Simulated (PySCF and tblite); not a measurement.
Values are calculated unless marked as measured or tabulated.
C3H6Cl2, numbered as in [CH3:1][C@H:2]([Cl:3])[CH2:4][Cl:5]. The same 3 conformers on PBE0-D3(BJ)/def2-SVP geometries, with only the solvent of the single-point energies changed (functional PBE0, basis set def2-TZVP, D3(BJ) where defined; PySCF).

Torsions listed: Cl3–C2–C4–Cl5.

```csv
conformer,shape,symmetry,dipole D
1,173°,C1,0.52
2,65°,C1,2.98
3,-67°,C1,2.76
```

Energies (kcal/mol) above conformer 1 and its weight at 298.15 K (thermal terms from GFN2-xTB):

```tsv
solvent	E(2) − E(1)	E(3) − E(1)	weight of 1 (%)	dipole of 1 (D)	of 2
gas phase	1.53	1.46	86	0.52	2.98
cyclohexane	1.04	1.05	74	0.56	3.40
chloroform	0.54	0.58	55	0.58	3.77
acetone	0.09	0.15	37	0.59	4.07
water	?	?	?	?	?
```

Q: What does water give?

A: E(2) − E(1) = -0.04 kcal/mol, E(3) − E(1) = 0.03 kcal/mol, weight of conformer 1 32 %, dipoles 0.59 and 4.15 D.

Q: How much does the choice of solvent matter?

A: The widest range is that of E(2) − E(1), which runs from -0.04 (water) to 1.53 kcal/mol (gas phase), a spread of 1.57, against RT = 0.59. From gas phase to water conformer 2 gains, the one with the larger dipole, as a polar medium favours it. Some levels give another conformer the largest weight.
